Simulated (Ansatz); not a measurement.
SnSe (Pnma, No. 62) was calculated with r²SCAN0 in Ansatz (PAW).

Settings: plane-wave cutoff 520 eV, 2×6×6 k mesh (along the axes of the cell as run), Fermi–Dirac smearing 0.01 eV, scalar-relativistic PAW data made under PBE.

Cell (relaxed with PBEsol):

```yaml
crystal:
  lattice:
    - [11.42601, 0.00000, 0.00000]
    - [0.00000, 4.15141, 0.00000]
    - [0.00000, 0.00000, 4.36482]
  atoms:
    - { symbol: Sn, position: [0.61785, 0.75000, 0.40450] }
    - { symbol: Sn, position: [0.38215, 0.25000, 0.59550] }
    - { symbol: Sn, position: [0.88215, 0.25000, 0.90450] }
    - { symbol: Sn, position: [0.11785, 0.75000, 0.09550] }
    - { symbol: Se, position: [0.14270, 0.25000, 0.52314] }
    - { symbol: Se, position: [0.85730, 0.75000, 0.47686] }
    - { symbol: Se, position: [0.35730, 0.75000, 0.02314] }
    - { symbol: Se, position: [0.64270, 0.25000, 0.97686] }
```

Q: What does this level give for the band gap, smallest direct gap on the k points sampled and direct gap at Γ?

A: 
* **band gap**: 1.60 eV
* **smallest direct gap on the k points sampled**: 1.69 eV
* **direct gap at Γ**: 2.49 eV

Measured, for comparison: band gap 0.91 eV (temperature not stated, no zero-point or thermal correction, compiled measured gap; kind and temperature not stated; as tabulated in Kothakonda et al. (2022), arXiv:2208.02841).

Note: the cell comes from a level without a dispersion term, which matters for the spacing of layers, chains or molecules; cell and atoms aren't relaxed at this level (largest force component 0.28 eV/Å, pressure 1.2 GPa).

Spin–orbit coupling is not included.

Computing time: about 30 core-minutes (a rough figure).

Ansatz is a program for electronic structure.
